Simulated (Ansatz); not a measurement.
C$_{6}$H$_{14}$O (`CCCCC(C)O`). Charge 0, multiplicity 1. Geometry: relaxed with PBE0-D4/def2-TZVP. It is one conformer, not always the lowest.

```xyz
21

C    -1.678    2.574    0.497
C    -0.731    1.404    0.699
C    -1.099    0.202   -0.156
C    -0.225   -1.022    0.074
C     1.231   -0.851   -0.340
C     2.045   -2.101   -0.070
O     1.342   -0.452   -1.698
H    -1.400    3.430    1.116
H    -2.705    2.298    0.752
H    -1.676    2.903   -0.546
H    -0.728    1.110    1.756
H     0.290    1.724    0.467
H    -1.048    0.483   -1.213
H    -2.143   -0.068    0.043
H    -0.636   -1.877   -0.480
H    -0.255   -1.306    1.133
H     1.669   -0.019    0.219
H     2.038   -2.354    0.994
H     3.080   -1.959   -0.386
H     1.632   -2.955   -0.617
H     0.997   -1.165   -2.244
```

(1) What is the dipole moment at r2SCAN/def2-TZVPP? (An estimate is asked.)

(2) And with PBE, B3LYP, ωB97M-V? (An estimate is asked.)

(3) Give the Mulliken charges with r2SCAN, PBE, B3LYP in def2-TZVPP. (Best estimate.)

Answers

(1) Computed: 1.46 D, with components (-0.51, -1.26, 0.52) D in this frame, pointing from negative to positive charge.

(2) Ansatz gave: PBE 1.41 D, B3LYP 1.50 D, ωB97M-V 1.50 D.

(3) Ansatz gave: 
```csv
atom,r2SCAN,PBE,B3LYP
C1,-0.17,-0.27,-0.27
C2,0.00,-0.09,-0.08
C3,0.00,-0.05,-0.06
C4,-0.09,-0.13,-0.14
C5,0.29,0.18,0.21
C6,-0.18,-0.27,-0.27
O7,-0.38,-0.32,-0.36
H8,0.04,0.08,0.08
H9,0.03,0.07,0.07
H10,0.04,0.08,0.08
H11,0.01,0.05,0.05
H12,0.03,0.06,0.06
H13,0.02,0.04,0.05
H14,0.02,0.05,0.05
H15,0.02,0.05,0.05
H16,0.01,0.04,0.05
H17,0.01,0.05,0.06
H18,0.04,0.07,0.07
H19,0.06,0.09,0.10
H20,0.03,0.06,0.06
H21,0.18,0.17,0.17
```

B3LYP here is the variant with VWN-RPA as its local correlation; programs differ in this.
